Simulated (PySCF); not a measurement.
Geometry:
```json
{"atom": "N1", "x (Å)": "-1.605", "y (Å)": "-0.095", "z (Å)": "0.155"}
{"atom": "N2", "x (Å)": "-0.289", "y (Å)": "-0.504", "z (Å)": "0.514"}
{"atom": "Si3", "x (Å)": "1.138", "y (Å)": "0.120", "z (Å)": "-0.222"}
{"atom": "H4", "x (Å)": "-1.792", "y (Å)": "-0.435", "z (Å)": "-0.785"}
{"atom": "H5", "x (Å)": "-1.669", "y (Å)": "0.923", "z (Å)": "0.125"}
{"atom": "H6", "x (Å)": "-0.287", "y (Å)": "-0.806", "z (Å)": "1.477"}
{"atom": "H7", "x (Å)": "2.219", "y (Å)": "-0.600", "z (Å)": "0.439"}
{"atom": "H8", "x (Å)": "1.292", "y (Å)": "1.577", "z (Å)": "-0.077"}
{"atom": "H9", "x (Å)": "1.005", "y (Å)": "-0.173", "z (Å)": "-1.652"}
```

One computed conformer, relativity neglected, equivalent nuclei averaged, no solvent. σ from GIAO-PBE0/pcSseg-1; geometry: GFN2-xTB; PySCF.

Referencing at the same level of theory: 1H (σ = 31.72 ppm) and 29Si (σ = 349.16 ppm) vs TMS; 15N (σ = 267.73 ppm) vs NH3.

```json
{"atoms": "N1", "nucleus": "15N", "count": "1", "Hirshfeld charge": "-0.19", "δ (ppm)": "71.8"}
{"atoms": "H4/H5", "nucleus": "1H", "count": "2", "Hirshfeld charge": "0.11", "δ (ppm)": "2.65"}
{"atoms": "H7/H8/H9", "nucleus": "1H", "count": "3", "Hirshfeld charge": "-0.08", "δ (ppm)": "?"}
{"atoms": "N2", "nucleus": "15N", "count": "1", "Hirshfeld charge": "-0.22", "δ (ppm)": "46.9"}
{"atoms": "Si3", "nucleus": "29Si", "count": "1", "Hirshfeld charge": "0.34", "δ (ppm)": "?"}
{"atoms": "H6", "nucleus": "1H", "count": "1", "Hirshfeld charge": "0.11", "δ (ppm)": "2.03"}
```

Task: Fill in the missing shifts.

Result: 
- H7/H8/H9: 4.60 ppm, hydrogen on a silicon bonded to N
- Si3: -53.8 ppm, silicon bonded to N, 3 H

OH/NH shifts are gas-phase values; hydrogen bonding in solution moves them, usually downfield. Experimental scales use liquid or dissolved standards, which lie at an offset from isolated NH3 (liquid NH3: subtract about 20 ppm).
